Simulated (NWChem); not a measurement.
# BF3 in NWChem

SMILES: FB(F)F
```xyz
4

B      0.0000     0.0000     0.0000
F      0.0000     0.0000     1.3232
F      1.1460     0.0000    -0.6616
F     -1.1460     0.0000    -0.6616
```
Charge 0, spin multiplicity 1.

Everything below was run with NWChem. The geometry was optimised at PBE/def2-SVP, a minimum by its harmonic frequencies.

Symmetry labels belong to the abelian group C2v used in the runs, with the axes of the coordinates shown; states degenerate in a higher group split over its labels.

The structure started from a generated list of species.

Q: List the lowest 6 singlet excitations that TD-BHandHLYP/def2-SVP gives, with oscillator strengths.

A: 
```
state  symmetry  energy (eV)  wavelength (nm)      f
-----  --------  -----------  ---------------  -----
1            a2        11.49              108  0.000
2            b2        12.54               99  0.000
3            a2        12.54               99  0.000
4            b1        12.56               99  0.000
5            b1        13.13               94  0.023
6            a1        13.13               94  0.023
```
